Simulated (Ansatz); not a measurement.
# CHSi₂ (quartet): from Hartree-Fock to the top rungs, cc-pVTZ

One table from this session's results is given with a row withheld; the runs are named, their logs left out.

Program: Ansatz 0.2.0, Gaussian basis. Level of theory: cc-pVTZ, core rule «outside noble gas», up to 11 orbitals frozen. These are calculated values, not measurements.

To be run: UHF; CCSD(T) on ROHF; CCSD(T) on UHF; BCCD(T) on ROHF; CCSDT(Q) on ROHF; CCSDT(Q) on UHF.

3 further runs of the same task are left out: 3 set aside as unsound or not needed.

### What is computed

The geometry is a PBE0/def2-TZVP stationary point (not a proven minimum).

4 atoms, charge 0, spin multiplicity 4.

Atoms are counted from 1 here; the program's logs count them from 0.

Bond lengths: C1–Si2 1.912 Å, C1–Si3 1.729 Å, Si2–Si3 2.317 Å, Si2–H4 1.509 Å. Angles: Si2–C1–Si3 78.8°, C1–Si2–Si3 47.1°, C1–Si2–H4 117.9°, Si3–Si2–H4 119.9°, C1–Si3–Si2 54.1°.

The first run:

in.yaml reads:

```yaml
crystal:
  periodic: [false, false, false]
  atoms:
    - {symbol: C, position_ang: [-0.061244, -1.147988, -0.219952]}
    - {symbol: Si, position_ang: [0.099301, 0.160438, 1.164819]}
    - {symbol: Si, position_ang: [-0.033008, 0.314343, -1.142833]}
    - {symbol: H, position_ang: [-1.117401, 0.450106, 2.008353]}
basis:
  gaussian: {orbitals: cc-pVTZ}
magnetization: {spin_polarized: true, initial_magnetization: 3}
hamiltonian: {xc: hf}
output: {orbitals: {seedname: orbitals}}
```

The run is started by

```
$ ansatz run in.yaml --threads 1 --pin off --events-out ev --progress --plain --max-ram 4096MiB --backend cpu
```

Among the steps run: UHF; CCSD(T) on ROHF; CCSD(T) on UHF; BCCD(T) on ROHF; CCSDT(Q) on ROHF; CCSDT(Q) on UHF.

One table of the session follows, with a row left open; its other results are not shown here.

It belongs to the step «Misses and costs». 

```
   method  from RCCSDT(Q) (meV)
     ROHF              +10717.1
      UHF                     ?
     RMP2               +1441.5
     UMP2               +1947.7
    RCCSD                +808.5
    UCCSD                +792.8
 RCCSD(T)                +103.1
 UCCSD(T)                +135.8
  BCCD(T)                 +99.4
   RCCSDT                 +74.5
   UCCSDT                 +68.7
RCCSDT(Q)                     0
UCCSDT(Q)                  -9.2
```

Estimate the missing values for UHF.

The run gave: from RCCSDT(Q) (meV): +10179.9. In the column «from RCCSDT(Q) (meV)» it lies between UMP2 (+1947.7) and ROHF (+10717.1).

With the free atoms at the same levels and basis (separate runs), the atomisation energy is 10.112 eV at RCCSDT(Q), 10.066 eV at RCCSD(T), 10.029 eV at UCCSD(T), 6.413 eV at ROHF.

Limits of these values: Warnings: spin contamination; large T1 diagnostic. Restricted and unrestricted rows rest on different reference determinants; where their highest levels disagree by more than a few hundredths of an eV, they describe different states and don't form one ladder.
